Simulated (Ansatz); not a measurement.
Relaxation of FH6PSi (9 atoms, charge 0, multiplicity 1), to a largest force component of 0.03 eV/Å in at most 50 steps.

Level of theory: RKS PBE-D4/def2-SVP (Ansatz 0.2.0).

```xyz
9
Properties=species:S:1:pos:R:3
Si -0.579 -0.092 -0.370
H 0.069 0.167 2.213
F 0.892 0.032 0.368
H -0.669 1.054 -1.340
H -0.558 -1.389 -1.134
P -2.259 0.111 1.047
H -3.156 -0.281 -0.023
H -2.125 -1.243 1.527
H -0.319 0.329 2.802
```

Problem. Where does it end, and by what steps?

Solution. It converged. The force dipped under the threshold on the way, but the program's further checks kept it going. After 7 steps the energy has fallen by 0.242 eV; H9 moved furthest, 0.81 Å.

```json
{"step": "0", "energy less start (eV)": "0.0000", "largest force component (eV/Å)": "1.597", "accepted": "yes"}
{"step": "1", "energy less start (eV)": "-0.1682", "largest force component (eV/Å)": "0.222", "accepted": "yes"}
{"step": "2", "energy less start (eV)": "-0.2171", "largest force component (eV/Å)": "0.173", "accepted": "yes"}
{"step": "3", "energy less start (eV)": "-0.2276", "largest force component (eV/Å)": "0.149", "accepted": "yes"}
{"step": "4", "energy less start (eV)": "-0.2393", "largest force component (eV/Å)": "0.080", "accepted": "yes"}
{"step": "5", "energy less start (eV)": "-0.2409", "largest force component (eV/Å)": "0.050", "accepted": "yes"}
{"step": "6", "energy less start (eV)": "-0.2414", "largest force component (eV/Å)": "0.018", "accepted": "yes"}
{"step": "7", "energy less start (eV)": "-0.2417", "largest force component (eV/Å)": "0.025", "accepted": "yes"}
```

```xyz
9
Properties=species:S:1:pos:R:3
Si -0.650 -0.112 -0.543
H 0.377 0.309 2.707
F 0.724 0.132 0.333
H -0.745 0.969 -1.583
H -0.520 -1.455 -1.207
P -2.429 0.082 0.853
H -3.311 -0.287 -0.231
H -2.315 -1.279 1.314
H 0.167 0.328 3.448
```

Time of the run: 19 s on 1 thread of Arm Neoverse V1, with other jobs on the host, peak memory 0.14 GiB.
